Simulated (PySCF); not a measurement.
# C3H2F+ (SMILES Fc1c[cH+]1), run twice

Wanted: quasiparticle levels of C3H2F+, BSE@PW6B95/pc-1 (spin of roots singlet, tamm dancoff yes).

The results are computed with PySCF 2.14.0.

8 further runs of the same task are left out: 8 set aside as unsound or not needed.

**1. Starting point**

C3H2F+: 6 atoms, total charge +1, spin state singlet. As SMILES, `Fc1c[cH+]1`. Geometry: relaxed at GFN2-xTB.

Bond lengths: F1–C2 1.251 Å, C2–C3 1.384 Å, C2–C4 1.384 Å, C3–C4 1.382 Å, C3–H5 1.077 Å, C4–H6 1.077 Å. Angles: F1–C2–C3 150.1°, F1–C2–C4 150.0°, C3–C2–C4 59.9°, C2–C3–C4 60.1°, C2–C4–C3 60.1°, C2–C3–H5 150.5°, C4–C3–H5 149.5°, C2–C4–H6 150.6°, C3–C4–H6 149.4°.

**2. The input as first written**

Input file calc.py:

```python
from pyscf import gto, dft, gw
from pyscf.gw.bse import BSE

system = gto.M(
    atom='''
F
C 1 1.251093
C 2 1.384338 1 150.08649
C 3 1.382136 2 60.05339 1 179.98069
H 3 1.076663 4 149.46965 2 179.94044
H 4 1.076834 3 149.36166 5 -0.04725
''',
    charge=1,
    verbose=3,
    basis='pc-1',
    max_memory=1860,
    spin=0,
)

ks = dft.RKS(system)
ks.xc = 'pw6b95'
ks.max_cycle = 4
ks.kernel()

energy = ks.e_tot
print('E = %.10f Eh' % energy)

nocc = system.nelec[0]
orbs = list(range(max(0, nocc - 3), min(system.nao, nocc + 3)))
mygw = gw.GW(ks, freq_int='ac')
mygw.kernel()
print('orbital   mean field (eV)   quasiparticle (eV)')
for p in orbs:
    print('%4d %12.4f %12.4f' % (p + 1, ks.mo_energy[p] * 27.211386, mygw.mo_energy[p] * 27.211386))
bse = BSE(mygw)
bse.nroot = 3
bse.TDA = True
bse.kernel('s')
bse.analyze()
roots = bse.exci * 27.211386
```

Command:

```console
OMP_NUM_THREADS=1 python calc.py
```

The program printed:

```text
SCF not converged.
SCF energy = -215.166039018379
E = -215.1660390184 Eh

WARN: Even tempered Gaussians are generated as DF auxbasis for  C H F

WARN: GW QP energies may not be sorted from min to max

orbital   mean field (eV)   quasiparticle (eV)
  12     -18.9627     -21.2516
  13     -17.9510     -19.9843
  14     -17.2299     -19.4045
  15      -8.1982      -5.2906
  16      -7.3185      -4.2829
  17      -3.8461      -0.9098
```

Wall time 22 s (1 thread of Arm Neoverse V2, shared host); peak memory 0.39 GiB.

**3. Diagnosis**

The iterations ended before the threshold was met.

The telling line is `SCF not converged.`. The cause is that the iteration cap is too low for convergence. To mend it: iteration cap at its default in place of 4.

**4. Second attempt**

Input file run.py:

```python
from pyscf import gto, dft, gw
from pyscf.gw.bse import BSE

system = gto.M(
    atom='''
F
C 1 1.251093
C 2 1.384338 1 150.08649
C 3 1.382136 2 60.05339 1 179.98069
H 3 1.076663 4 149.46965 2 179.94044
H 4 1.076834 3 149.36166 5 -0.04725
''',
    verbose=3,
    basis='pc-1',
    max_memory=1860,
    charge=1,
)

myscf = dft.RKS(system, xc='pw6b95')
myscf.kernel()

etot = myscf.e_tot
print('E = %.10f Eh' % etot)

nocc = system.nelec[0]
orbs = list(range(max(0, nocc - 3), min(system.nao, nocc + 3)))
mygw = gw.GW(myscf, freq_int='ac')
mygw.kernel()
print('orbital   mean field (eV)   quasiparticle (eV)')
for p in orbs:
    print('%4d %12.4f %12.4f' % (p + 1, myscf.mo_energy[p] * 27.211386, mygw.mo_energy[p] * 27.211386))
bse = BSE(mygw)
bse.nroot = 3
bse.TDA = True
bse.kernel('s')
bse.analyze()
roots = bse.exci * 27.211386
```

Command:

```console
OMP_NUM_THREADS=1 python run.py
```

The program printed:

```text
converged SCF energy = -215.166135380808
E = -215.1661353808 Eh

WARN: Even tempered Gaussians are generated as DF auxbasis for  H F C

WARN: GW QP energies may not be sorted from min to max

orbital   mean field (eV)   quasiparticle (eV)
  12     -18.9823     -21.2752
  13     -17.9957     -20.0334
  14     -17.2922     -19.4740
  15      -8.1946      -5.2873
  16      -7.3737      -4.3338
  17      -3.8915      -0.9170
```

Wall time 25 s (1 thread of Arm Neoverse V2, shared host); peak memory 0.39 GiB.

The roots found:

```csv
excited state,energy (eV)
1,6.369
2,6.776
3,7.580
```

**5. Summary of results**

Level: BSE@PW6B95/pc-1 (spin of roots singlet, tamm dancoff yes).

```
                                 quantity          value
        ground-state or mean-field energy  -215.16614 Eh
  HOMO energy (PW6B95 Kohn–Sham orbitals)      -17.29 eV
  LUMO energy (PW6B95 Kohn–Sham orbitals)       -8.19 eV
HOMO–LUMO gap (PW6B95 Kohn–Sham orbitals)        9.10 eV
                       quasiparticle HOMO      -19.47 eV
                       quasiparticle LUMO       -5.29 eV
         lowest singlet excitation energy        6.37 eV
```

The basis has no diffuse functions, so Rydberg states are missing or pushed up, and the true lowest state may lie lower.
